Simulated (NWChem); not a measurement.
# HS− (hydrosulfide): B3LYP/def2-QZVPP, part 2 of 2

NWChem 7.3.0. Earlier steps stand in the parts before.

### 3 Doublet neutral HS, same level

a.nw

```
start a
title "HS energy"
memory 2200 mb

geometry noautosym nocenter noautoz
S     0.574700   -0.187900    0.295500
H    -0.574700    0.187900   -0.295500
end

basis "ao basis" spherical bse
* library def2-QZVPP
end

dft
xc b3lyp
mult 2
grid fine
convergence energy 1e-08
maxiter 100
mulliken
noprint "final vectors analysis"
end

task dft energy
```

Launch:

```console
$ nwchem a.nw > a.out
```

Log:

```text
Northwest Computational Chemistry Package (NWChem) 7.3.0
             --------------------------------------------------------

           Job information
           ---------------

    nwchem branch   = 7.3.0
    use scalapack   = T
    input           = a.nw
    prefix          = a.
    data base       = ./a.db
    status          = startup
    nproc           =        1

           Memory information
           ------------------

    heap     =     72089600 doubles =      550.0 Mbytes
    stack    =     72089597 doubles =      550.0 Mbytes
    global   =    144179200 doubles =     1100.0 Mbytes (distinct from heap & stack)
    total    =    288358397 doubles =     2200.0 Mbytes
    verify   = yes
    hardfail = no

           Directory information
           ---------------------

  0 permanent = .
  0 scratch   = .

                                NWChem Input Module
                                -------------------

                                     HS energy
                                     ---------

 Scaling coordinates for geometry "geometry" by  1.889725989
 (inverse scale =  0.529177249)

                             Geometry "geometry" -> ""
                             -------------------------

 Output coordinates in angstroms (scale by  1.889725989 to convert to a.u.)

  No.       Tag          Charge          X              Y              Z
 ---- ---------------- ---------- -------------- -------------- --------------
    1 S                   16.0000     0.57470000    -0.18790000     0.29550000
    2 H                    1.0000    -0.57470000     0.18790000    -0.29550000

      Atomic Mass
      -----------

      S                 31.972070
      H                  1.007825

 Effective nuclear repulsion energy (a.u.)       6.2905229993

            Nuclear Dipole moment (a.u.)
            ----------------------------
        X                 Y               Z
 ---------------- ---------------- ----------------
    16.2903828846    -5.3261926988     8.3762104444

            XYZ format geometry
            -------------------
     2
 geometry
 S                     0.57470000    -0.18790000     0.29550000
 H                    -0.57470000     0.18790000    -0.29550000

 ==============================================================================
                                internuclear distances
 ------------------------------------------------------------------------------
       center one      |      center two      | atomic units |  angstroms
 ------------------------------------------------------------------------------
    2 H                |   1 S                |     2.54351  |     1.34597
 ------------------------------------------------------------------------------
                         number of included internuclear distances:          1
 ==============================================================================

 Summary of "ao basis" -> "" (spherical)
 ------------------------------------------------------------------------------
       Tag                 Description            Shells   Functions and Types
 ---------------- ------------------------------  ------  ---------------------
 *                         def2-QZVPP                 on all atoms

                                 NWChem DFT Module
                                 -----------------

                                     HS energy

                      Basis "ao basis" -> "ao basis" (spherical)
                      -----
  [basis functions not shown]

 Summary of "ao basis" -> "ao basis" (spherical)
 ------------------------------------------------------------------------------
       Tag                 Description            Shells   Functions and Types
 ---------------- ------------------------------  ------  ---------------------
 S                         def2-QZVPP               22       70   9s6p4d2f1g
 H                         def2-QZVPP               10       30   4s3p2d1f

 Summary of "ao basis" -> "ao basis" (spherical)
 ------------------------------------------------------------------------------
       Tag                 Description            Shells   Functions and Types
 ---------------- ------------------------------  ------  ---------------------
 S                         def2-QZVPP               22       70   9s6p4d2f1g
 H                         def2-QZVPP               10       30   4s3p2d1f

  Caching 1-el integrals
  itol2e modified to match energy
  convergence criterion.
  tol_rho modified to match energy
  convergence criterion.

            General Information
            -------------------
          SCF calculation type: DFT
          Wavefunction type:  spin polarized.
          No. of atoms     :     2
          No. of electrons :    17
           Alpha electrons :     9
            Beta electrons :     8
          Charge           :     0
          Spin multiplicity:     2
          Use of symmetry is: off; symmetry adaption is: off
          Maximum number of iterations: 100
          AO basis - number of functions:   100
                     number of shells:    32
          Convergence on energy requested:  1.00D-08
          Convergence on density requested:  1.00D-05
          Convergence on gradient requested:  5.00D-04

              XC Information
              --------------
                         B3LYP Method XC Potential
                     Hartree-Fock (Exact) Exchange  0.200
                        Slater Exchange Functional  0.800 local
                    Becke 1988 Exchange Functional  0.720 non-local
              Lee-Yang-Parr Correlation Functional  0.810
                  VWN I RPA Correlation Functional  0.190 local

             Grid Information
             ----------------
          Grid used for XC integration:  fine
          Radial quadrature: Mura-Knowles
          Angular quadrature: Lebedev.
          Tag              B.-S. Rad. Rad. Pts. Rad. Cut. Ang. Pts.
          ---              ---------- --------- --------- ---------
          S                   1.00      123           8.0       770
          H                   0.35       60           8.0       590
          Grid pruning is: on
          Number of quadrature shells:   183
          Spatial weights used:  Erf1

          Convergence Information
          -----------------------
          Convergence aids based upon iterative change in
          total energy or number of iterations.
          Levelshifting, if invoked, occurs when the
          HOMO/LUMO gap drops below (HL_TOL):  1.00D-02
          DIIS, if invoked, will attempt to extrapolate
          using up to (NFOCK): 10 stored Fock matrices.

                    Damping( 0%)  Levelshifting(0.5)       DIIS
                  --------------- ------------------- ---------------
          dE  on:    start            ASAP                start
          dE off:    2 iters        100 iters           100 iters

      Screening Tolerance Information
      -------------------------------
          Density screening/tol_rho:  1.00D-11
          AO Gaussian exp screening on grid/accAOfunc:  18
          CD Gaussian exp screening on grid/accCDfunc:  20
          XC Gaussian exp screening on grid/accXCfunc:  20
          Schwarz screening/accCoul:  1.00D-09

      Superposition of Atomic Density Guess
      -------------------------------------

 Sum of atomic energies:        -397.98997140

      Non-variational initial energy
      ------------------------------

 Total energy =    -397.913334
 1-e energy   =    -562.201544
 2-e energy   =     157.997687
 HOMO         =      -0.303930
 LUMO         =       0.074539

   Time after variat. SCF:      0.5

     ---------------------------------------------
      Total Density - Mulliken Population Analysis
     ---------------------------------------------

    Atom       Charge   Shell Charges
 -----------   ------   -------------------------------------------------------
    1 S   16    16.19   1.65  0.01  0.27  0.33  1.07  0.60  0.43  1.12  0.43  5.79 -0.01  0.49  1.42  1.86  0.70  0.00  0.00  0.01  0.01  0.00  0.00  0.00
    2 H    1     0.81   0.09  0.27  0.34  0.06  0.00  0.01  0.03  0.00  0.00  0.00

     --------------------------------------------
      Spin Density - Mulliken Population Analysis
     --------------------------------------------

    Atom       Charge   Shell Charges
 -----------   ------   -------------------------------------------------------
    1 S   16     0.99  -0.00 -0.00  0.00 -0.00  0.00 -0.00  0.00 -0.00 -0.00  0.01  0.00  0.05  0.31  0.43  0.18  0.00  0.00  0.00  0.00  0.00  0.00  0.00
    2 H    1     0.01  -0.00  0.00 -0.00  0.00  0.00  0.00  0.01  0.00  0.00  0.00
   Time prior to 1st pass:      0.5

 Grid_pts file          = ./a.gridpts.0
 Record size in doubles =  12289        No. of grid_pts per rec  =   3070
 Max. records in memory =     52        Max. recs in file   = *********

           Memory utilization after 1st SCF pass:
           Heap Space remaining (MW):       37.89            37890408
          Stack Space remaining (MW):       72.09            72088668

   convergence    iter        energy       DeltaE   RMS-Dens  Diis-err    time
 ---------------- ----- ----------------- --------- --------- ---------  ------
 d= 0,ls=0.0,diis     1   -398.7681020077 -4.05D+02  1.54D-03  4.10D-01     2.1
                                                     1.41D-03  3.93D-01
 d= 0,ls=0.0,diis     2   -398.7849327824 -1.68D-02  6.85D-04  7.17D-03     3.6
                                                     7.04D-04  6.52D-03
 d= 0,ls=0.0,diis     3   -398.7865080386 -1.58D-03  3.10D-04  5.12D-03     5.2
                                                     3.03D-04  4.31D-03
 d= 0,ls=0.0,diis     4   -398.7888163975 -2.31D-03  5.00D-05  3.30D-05     6.8
                                                     4.18D-05  2.35D-05
 d= 0,ls=0.0,diis     5   -398.7888287736 -1.24D-05  1.39D-05  5.60D-06     8.5
                                                     1.60D-05  6.22D-06
  Resetting Diis
 d= 0,ls=0.0,diis     6   -398.7888312680 -2.49D-06  2.44D-06  1.18D-07    10.0
                                                     3.07D-06  1.43D-07
 d= 0,ls=0.0,diis     7   -398.7888313859 -1.18D-07  4.20D-07  2.30D-09    11.6
                                                     2.12D-07  8.24D-10
 d= 0,ls=0.0,diis     8   -398.7888313877 -1.77D-09  9.55D-08  2.72D-10    13.3
                                                     2.03D-07  6.21D-10

         Total DFT energy =     -398.788831387712
      One electron energy =     -562.855432816222
           Coulomb energy =      183.803785478012
    Exchange-Corr. energy =      -26.027707048785
 Nuclear repulsion energy =        6.290522999283

 Numeric. integr. density =       16.999999518840

     Total iterative time =     12.8s

     ---------------------------------------------
      Total Density - Mulliken Population Analysis
     ---------------------------------------------

    Atom       Charge   Shell Charges
 -----------   ------   -------------------------------------------------------
    1 S   16    16.06   1.66 -0.00  0.28  0.33  1.04  0.62  0.46  1.11  0.43  5.83 -0.07  0.57  1.43  1.72  0.61  0.00  0.01  0.02  0.01  0.00  0.00  0.00
    2 H    1     0.94   0.11  0.34  0.38  0.05  0.00  0.01  0.04  0.00  0.00  0.00

     --------------------------------------------
      Spin Density - Mulliken Population Analysis
     --------------------------------------------

    Atom       Charge   Shell Charges
 -----------   ------   -------------------------------------------------------
    1 S   16     1.02  -0.00 -0.00 -0.00  0.00 -0.00 -0.00  0.00  0.02 -0.01  0.02 -0.00  0.06  0.36  0.45  0.12  0.00  0.00  0.00  0.00 -0.00 -0.00 -0.00
    2 H    1    -0.02  -0.00 -0.01 -0.02 -0.00  0.00  0.00  0.01  0.00  0.00  0.00

     -------------------------------------------
      Total Density - Lowdin Population Analysis
     -------------------------------------------

    Atom       Charge   Shell Charges
 -----------   ------   -------------------------------------------------------
    1 S   16    15.68   1.00  0.68  0.32  0.45  0.82  0.66  0.46  0.69  0.48  3.72  1.85  0.81  1.30  1.59  0.78  0.00  0.01  0.02  0.04  0.00  0.01  0.00
    2 H    1     1.32   0.12  0.32  0.34  0.16  0.00  0.05  0.26  0.00  0.07  0.01

     ------------------------------------------
      Spin Density - Lowdin Population Analysis
     ------------------------------------------

    Atom       Charge   Shell Charges
 -----------   ------   -------------------------------------------------------
    1 S   16     0.94   0.00  0.00  0.00  0.00  0.00  0.00  0.00  0.01 -0.00  0.02  0.01  0.09  0.30  0.36  0.15  0.00  0.00  0.00  0.00  0.00  0.00  0.00
    2 H    1     0.06  -0.00 -0.00 -0.00 -0.00  0.00  0.01  0.04  0.00  0.02  0.00

   alpha - beta orbital overlaps
   -----------------------------

   alpha      1      2      3      4      5      6      7      8      9     10
    beta      1      2      4      3      5      6      7      9      8     10
 overlap   1.000  1.000  1.000  1.000  1.000  0.998  0.999  0.995  1.000  0.998

   alpha     11     12     13     14     15     16     17     18     19     20
    beta     11     14     12     13     16     15     17     18     19     20
 overlap   0.992  0.995  0.996  1.000  0.999  1.000  1.000  0.991  0.999  0.998

   alpha     21     22     23     24     25     26     27     28     29     30
    beta     21     22     23     25     28     27     24     26     30     29
 overlap   0.999  1.000  0.995  0.997  0.906  0.999  0.999  0.918  0.995  0.996

   alpha     31     32     33     34     35     36     37     38     39     40
    beta     31     32     33     35     34     36     37     38     39     40
 overlap   0.974  1.000  0.978  0.997  0.996  0.996  0.999  1.000  0.999  0.996

   alpha     41     42     43     44     45     46     47     48     49     50
    beta     41     42     43     44     45     46     48     49     47     50
 overlap   1.000  0.996  1.000  1.000  0.999  0.993  0.999  0.991  1.000  0.992

   alpha     51     52     53     54     55     56     57     58     59     60
    beta     51     52     54     53     56     55     57     59     58     61
 overlap   0.992  0.999  0.999  0.999  0.997  0.999  0.996  0.997  1.000  0.995

   alpha     61     62     63     64     65     66     67     68     69     70
    beta     60     62     63     65     64     66     67     68     69     70
 overlap   0.998  1.000  0.997  0.995  0.998  0.998  0.999  1.000  0.999  1.000

   alpha     71     72     73     74     75     76     77     78     79     80
    beta     71     72     74     73     76     75     77     78     79     80
 overlap   1.000  1.000  1.000  1.000  1.000  1.000  1.000  1.000  1.000  1.000

   alpha     81     82     83     84     85     86     87     88     89     90
    beta     81     82     83     84     85     86     87     88     89     90
 overlap   1.000  1.000  1.000  1.000  1.000  1.000  1.000  0.996  1.000  0.996

   alpha     91     92     93     94     95     96     97     98     99    100
    beta     91     92     93     94     95     96     97     98     99    100
 overlap   1.000  1.000  1.000  1.000  1.000  1.000  1.000  1.000  1.000  1.000

     --------------------------
     Expectation value of S2:
     --------------------------
      <S2> =      0.7542 (Exact =     0.7500)

 center of mass
 --------------
 x =   1.01965032 y =  -0.33337793 z =   0.52428514

 moments of inertia (a.u.)
 ------------------
           1.711390733391           1.507065936695          -2.370079746107
           1.507065936695           5.828074842263           0.774905140584
          -2.370079746107           0.774905140584           5.102164148911

     Multipole analysis of the density
     ---------------------------------

     L   x y z        total         alpha         beta         nuclear
     -   - - -        -----         -----         ----         -------
     0   0 0 0      0.000000     -9.000000     -8.000000     17.000000

     1   1 0 0     -0.264626     -8.785288     -7.769721     16.290383
     1   0 1 0      0.086520      2.872378      2.540335     -5.326193
     1   0 0 1     -0.136066     -4.517231     -3.995045      8.376210

     2   2 0 0    -10.258700    -16.063073    -14.246302     20.050675
     2   1 1 0     -0.543869      3.204736      2.807027     -6.555632
     2   1 0 1      0.733901     -5.030801     -4.544980     10.309682
     2   0 2 0    -10.237336     -7.422141     -4.958580      2.143385
     2   0 1 1      0.718301      1.572926      2.516158     -3.370783
     2   0 0 2    -10.674095     -8.913337     -7.061804      5.301046

 Task  times  cpu:       13.3s     wall:       13.3s
 Total times  cpu:       13.3s     wall:       13.3s
```

It took 14 s on 1 thread of Intel Xeon Platinum 8488C (Sapphire Rapids), shared host; peak memory 0.13 GiB.

### 4 Outcome

This closing draws on all 2 parts.

Level: B3LYP/def2-QZVPP.

```
                                           quantity          value
                          singlet HS−: total energy  -398.86957 Eh
                   doublet neutral HS: total energy  -398.78883 Eh
                  doublet neutral HS: dipole moment         0.79 D
                           doublet neutral HS: ⟨S²⟩          0.754
vertical detachment energy (to the doublet neutral)       2.197 eV
```

**Reading.** The vertical ionisation energy comes to 2.20 eV (51 kcal/mol).
